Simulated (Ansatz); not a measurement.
Density of states of TiO2 (I4_1/amd, a = 3.818 Å, b = 3.818 Å, c = 9.776 Å, α = 90.00°, β = 90.00°, γ = 90.00°), in states per eV and primitive cell, averaged over bins of 0.4 eV. Theory: DFT PBE+U, scalar-relativistic, plane waves, PAW (Ansatz).

Plane waves to 420 eV, a k mesh through Γ of 8×8×8 on the computed 6-atom cell and Gaussian smearing (0.02 eV); U_eff Ti 4.00 eV on the d shells (Löwdin-orthogonalised atomic orbitals); no spin polarisation.

The cell is relaxed at this level. The states (both spins) are summed by tetrahedra on a 12×12×12 mesh at the self-consistent density. Energies are bin centres; the table starts no lower than −8 eV and ends at 6 eV, or lower where the solved bands end.

The gap is 2.62 eV at this level, with the zero inside it.

| E − E_F (eV) | total | O 2p | Ti 3d | O 2s | Ti 4s |
| --- | --- | --- | --- | --- | --- |
| -5.75 | 5.17 | 3.71 | 0.99 | 0.02 | 0.31 |
| -5.35 | 4.71 | 3.41 | 1.06 | 0.03 | 0.10 |
| -4.95 | 7.84 | 5.75 | 1.83 | 0.05 | 0.07 |
| -4.55 | 4.38 | 3.33 | 0.90 | 0.03 | 0.04 |
| -4.15 | 4.09 | 3.00 | 0.97 | 0.04 | 0.04 |
| -3.75 | 4.80 | 3.75 | 0.90 | 0.05 | 0.03 |
| -3.35 | 6.29 | 5.18 | 0.92 | 0.04 | 0.06 |
| -2.95 | 4.76 | 4.05 | 0.53 | 0.04 | 0.06 |
| -2.55 | 4.22 | 3.71 | 0.37 | 0.02 | 0.05 |
| -2.15 | 6.68 | 6.13 | 0.41 | 0.03 | 0.03 |
| -1.75 | 5.47 | 5.17 | 0.22 | 0.02 | 0.01 |
| -1.35 | 1.61 | 1.54 | 0.06 | 0.00 | 0.00 |
| -0.95 | 0.00 | 0.00 | 0.00 | 0.00 | 0.00 |
| -0.55 | 0.00 | 0.00 | 0.00 | 0.00 | 0.00 |
| -0.15 | 0.00 | 0.00 | 0.00 | 0.00 | 0.00 |
| 0.25 | 0.00 | 0.00 | 0.00 | 0.00 | 0.00 |
| 0.65 | 0.00 | 0.00 | 0.00 | 0.00 | 0.00 |
| 1.05 | 0.00 | 0.00 | 0.00 | 0.00 | 0.00 |
| 1.45 | 0.25 | 0.01 | 0.24 | 0.00 | 0.00 |
| 1.85 | 2.73 | 0.12 | 2.55 | 0.02 | 0.00 |
| 2.25 | 9.18 | 0.58 | 8.29 | 0.13 | 0.07 |
| 2.65 | 10.10 | 1.14 | 8.57 | 0.13 | 0.07 |
| 3.05 | 6.27 | 1.27 | 4.68 | 0.09 | 0.03 |
| 3.45 | 2.78 | 0.52 | 1.97 | 0.13 | 0.01 |
| 3.85 | 2.77 | 0.45 | 1.98 | 0.23 | 0.00 |
| 4.25 | 3.53 | 0.77 | 2.42 | 0.22 | 0.01 |
| 4.65 | 4.20 | 1.11 | 2.74 | 0.19 | 0.02 |
| 5.05 | 3.88 | 1.21 | 2.40 | 0.11 | 0.04 |
| 5.45 | 4.31 | 1.50 | 2.65 | 0.04 | 0.01 |

The columns after the total are the main Löwdin projections on the occupied valence shells of the potentials; 2 others are left out. The rest of the total lies in those, in shells that are empty in the free atom, which aren't projected, and between the atoms.

A ferromagnetic start lost its moments in a first run, so spin was left out; other magnetic orders weren't tried.